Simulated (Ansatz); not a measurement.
**BSiH2+ (triplet): the correlation ladder, cc-pVDZ**

How much of the correlation energy of BSiH2+ (triplet) does each wave-function method recover here?

Program: Ansatz 0.2.0, Gaussian basis. Level of theory: cc-pVDZ, core rule «outside noble gas», up to 6 orbitals frozen. These are calculated values, not measurements.

Plan: UHF; CCSD(T) on ROHF; CCSD(T) on UHF; BCCD(T) on ROHF; CISD; CCSDT(Q) on ROHF; CCSDT(Q) on UHF; CCSDTQ on ROHF; CCSDTQ on UHF; CASSCF and MRCISD+Q, 8 electrons in 10 orbitals; CASSCF and NEVPT2, 8 electrons in 10 orbitals.

8 further runs of the same task are left out: 3 for a known fault of the program, 5 set aside as unsound or not needed.

**1. What is computed**

The geometry is a PBE0/def2-TZVP stationary point (not a proven minimum) of the parent state, kept for this charge and spin.

4 atoms, charge 1, spin multiplicity 3.

Atoms are counted from 1 here; the program's logs count them from 0.

Bond lengths: Si1–B2 1.871 Å, Si1–H3 1.488 Å, Si1–H4 1.488 Å. Angles: B2–Si1–H3 125.4°, B2–Si1–H4 125.4°, H3–Si1–H4 109.2°.

**2. UHF**

in.yaml

```yaml
crystal:
  periodic: [false, false, false]
  atoms:
    - {symbol: Si, position_ang: [0.000000, 0.000000, 0.451790]}
    - {symbol: B, position_ang: [0.000000, 0.000000, -1.418773]}
    - {symbol: H, position_ang: [0.000000, 1.212692, 1.314369]}
    - {symbol: H, position_ang: [0.000000, -1.212692, 1.314369]}
basis:
  gaussian: {orbitals: cc-pVDZ}
total_charge: 1
magnetization: {spin_polarized: true, initial_magnetization: 2}
hamiltonian: {xc: hf}
output: {orbitals: {seedname: orbitals}}
```

Started as:

```bash
> ansatz run in.yaml --threads 1 --pin off --events-out ev --progress --plain --max-ram 4096MiB --backend cpu
```

Further steps of the session: CCSD(T) on ROHF; CCSD(T) on UHF; BCCD(T) on ROHF; CISD; CCSDT(Q) on ROHF; CCSDT(Q) on UHF; CCSDTQ on ROHF; CCSDTQ on UHF; CASSCF and MRCISD+Q, 8 electrons in 10 orbitals; CASSCF and NEVPT2, 8 electrons in 10 orbitals.

Q: Predict the results of all the runs planned. Wanted: UCCSDTQ below the RHF energy; RMP2 from UCCSDTQ; UMP2 from UCCSDTQ; RCCSD from UCCSDTQ; RCCSD(T) from UCCSDTQ; UCCSD(T) from UCCSDTQ; RCCSDT(Q) from UCCSDTQ; UCCSDT(Q) from UCCSDTQ; NEVPT2 valence from UCCSDTQ.

**Answer**, as computed:

| quantity | value |
| --- | --- |
| UCCSDTQ below the RHF energy | -4.0689 eV |
| RMP2 from UCCSDTQ | +1080.1 meV |
| UMP2 from UCCSDTQ | +1076.1 meV |
| RCCSD from UCCSDTQ | +157.4 meV |
| RCCSD(T) from UCCSDTQ | +43.9 meV |
| UCCSD(T) from UCCSDTQ | +43.4 meV |
| RCCSDT(Q) from UCCSDTQ | +1.5 meV |
| UCCSDT(Q) from UCCSDTQ | +1.0 meV |
| NEVPT2 valence from UCCSDTQ | +641.9 meV |
| MRCISD+Q valence from UCCSDTQ | +32.9 meV |
| levels within 1 kcal/mol (43 meV) | UCCSD(T), BCCD(T), RCCSDT, UCCSDT, RCCSDT(Q), UCCSDT(Q), RCCSDTQ, MRCISD+Q valence |
| T1 diagnostic | 0.031 |
| effectively unpaired electrons | 2.03 |

What this shows: RCCSD(T) lands +43.9 meV from the yardstick (1.1 % of the correlation energy). One determinant dominates. Of the multireference levels listed MRCISD+Q valence comes nearest in total energy (+32.9 meV), which doesn't show that its space is the better one. These misses are within one basis, not against nature; the frozen cores of restricted and unrestricted runs differ, which can shift their rows.
